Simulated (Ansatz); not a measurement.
# C3H7 (methylethyl): entropy by statistical mechanics

A doublet with charge 0, relaxed at UHF/6-31G* (Cartesian functions) (Ansatz 0.2.0):

```xyz
10

C    -0.6855    0.7762   -0.7994
C     0.4144   -0.1721   -0.4245
C     0.4603   -0.7750    0.9481
H    -1.6580    0.3827   -0.5145
H    -0.7011    0.9655   -1.8677
H    -0.5746    1.7409   -0.3004
H     1.3332   -0.1255   -0.9855
H    -0.5101   -1.1713    1.2362
H     1.1818   -1.5835    1.0039
H     0.7396   -0.0380    1.7038
```

Harmonic wavenumbers in cm⁻¹: 130, 164, 374, 473, 929, 1019, 1035, 1142, 1209, 1288, 1491, 1564, 1568, 1621, 1630, 1633, 1639, 3147, 3152, 3216, 3220, 3261, 3261, 3329.

Masses in u: C 12.011, H 1.008. Take T = 298.15 K, p = 1 bar, R = 8.3145 J/(mol K), kT/hc = 207.22 cm⁻¹, rigid rotor and harmonic oscillator.

**Question.** Work out S° at 298 K.

**Answer.** 
1. Translation (Sackur–Tetrode): S = R[3/2 ln M + 5/2 ln T − 1.1517] with M = 43.089 gives 155.8 J/(mol K).
2. Rotation: principal moments 13.508, 60.983, 68.141 u Å² give A, B, C = 1.248, 0.2764, 0.2474 cm⁻¹; the symmetry number is σ = 1; q = (√π/σ)√((kT/hc)³/ABC) = 18099; S = R(ln q + 3/2) = 94.0.
3. Vibration: with u = ν̃/207.22, each mode gives R[u/(eᵘ − 1) − ln(1 − e⁻ᵘ)]; the sum is 32.3, most from 130 cm⁻¹ (12.3), 164 cm⁻¹ (10.5), 374 cm⁻¹ (4.4).
4. Electronic: R ln 2 = 5.8, from the spin multiplicity alone.
5. Sum: 155.8 + 94.0 + 32.3 + 5.8 = 287.9 J/(mol K).

No measured value is set beside it here. Where a soft mode is a torsion, a harmonic oscillator describes it poorly.
